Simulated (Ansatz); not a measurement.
Chalcopyrite CuGaSe₂, treated with revPBE in Ansatz (plane waves, PAW).

Run with plane-wave cutoff 520 eV, 8×8×8 k mesh, Fermi–Dirac smearing 0.01 eV, no spin polarisation, scalar-relativistic PAW data made under PBE.

A third-order Birch–Murnaghan fit to the energies gives V0 = 23.260 Å³/atom, B0 = 54.4 GPa, B′ = 4.8.

| V (Å³/atom) | P (GPa) |
|---|---|
| 22.330 | (withheld) |
| 22.795 | (withheld) |
| 23.260 | 0.000 |
| 23.725 | -1.027 |
| 24.191 | (withheld) |

Question: Estimate the withheld pressures from this fit; the answers are the runs' own values.

Answer: 
- 22.330, P (GPa): 2.454
- 22.795, P (GPa): 1.150
- 24.191, P (GPa): -1.942

The formula P = (3/2) B0 (x^(7/3) − x^(5/3)) [1 + (3/4)(B′ − 4)(x^(2/3) − 1)] with x = V0/V meets the computed pressures within 0.01 GPa when these rounded values are put in.

Shape and atoms are relaxed at each volume.

Note: the bulk modulus comes from volumes at which shape and atoms were relaxed.

The result took roughly 40 core-minutes.

Ansatz is an electronic-structure program.
